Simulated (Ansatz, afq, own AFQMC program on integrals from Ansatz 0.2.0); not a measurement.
Where AFQMC and coupled cluster stand for NbO, doublet

```yaml
atoms:
  - { symbol: Nb, position_ang: [0.0000, 0.0000, 0.0000] }
  - { symbol: O, position_ang: [0.0000, 0.0000, 1.6748] }
```

Basis def2-TZVP with its core potentials. Only valence electrons are correlated. Integrals, coupled cluster, full CI and functionals: Ansatz 0.2.0; the random walks run on the same integrals in our own AFQMC program. The CISD trial takes its coefficients from CCSD amplitudes. Released means that phaseless walkers are propagated on without the constraint, phases kept. Uncertainties: one standard error, sampling alone. No spin–orbit coupling. The metal's outer-core s and p shells are frozen, which shifts wave-function levels against functionals.

Determinant: ROHF, the one that the program's search chose, which needn't be the lowest solution. The geometry is a PBE0/def2-TZVP stationary point of this or a neighbouring charge and spin state.

No full CI on the walks' own integrals is used here; CCSDT(Q) serves as the reference and is uncertain by about the last step of the cluster series.

Cautions: no spin-orbit coupling; outer-core shells of the metal frozen; another spin lies lower (by 569 meV); a spin-contaminated unrestricted determinant lies lower (UHF 771 meV lower, ⟨S²⟩ 1.76); the search met a lower determinant of the same kind, perhaps of another symmetry (28 meV lower); (T) is large, 7 % of the CCSD correlation; CCSDT(Q) on the UHF determinant differs (607 meV lower), perhaps since the unrestricted series falls towards higher spin.

* T1 diagnostic: 0.0381
* weight of the determinant in the CISD state: 0.813
* size of the correlated space: 11 electrons in 66 orbitals

Reference: CCSDT(Q), correlation energy -10.784 eV. The released energy is read at 3.00 1/Eh, later times being too noisy (meV from the phaseless value at times in 1/Eh: -18 ± 8 at 0.60, -32 ± 16 at 1.20, -20 ± 19 at 2.00, -22 ± 20 at 3.00, -88 ± 69 at 4.20).

```json
{"level": "HF", "E − E(reference) (kJ/mol)": "1040.5", "share of correlation (%)": "0.00"}
{"level": "MP2", "E − E(reference) (kJ/mol)": "24.1", "share of correlation (%)": "97.69"}
{"level": "CCSD", "E − E(reference) (kJ/mol)": "71.1", "share of correlation (%)": "93.17"}
{"level": "CCSD(T)", "E − E(reference) (kJ/mol)": "-1.3", "share of correlation (%)": "100.12"}
{"level": "CCSDT", "E − E(reference) (kJ/mol)": "-0.6", "share of correlation (%)": "100.05"}
{"level": "ph-AFQMC/CISD", "E − E(reference) (kJ/mol)": "0.1 ± 1.1", "share of correlation (%)": "100.00"}
{"level": "released AFQMC", "E − E(reference) (kJ/mol)": "-2.0 ± 1.9", "share of correlation (%)": "100.20"}
```

A walk keeps the symmetry of its determinant, which the program's search chose and which needn't be the lowest solution, so a lower state of the same spin and another symmetry isn't excluded. Released energies are given only where the last usable release times agree within the noise; a slower fall can still hide under it.
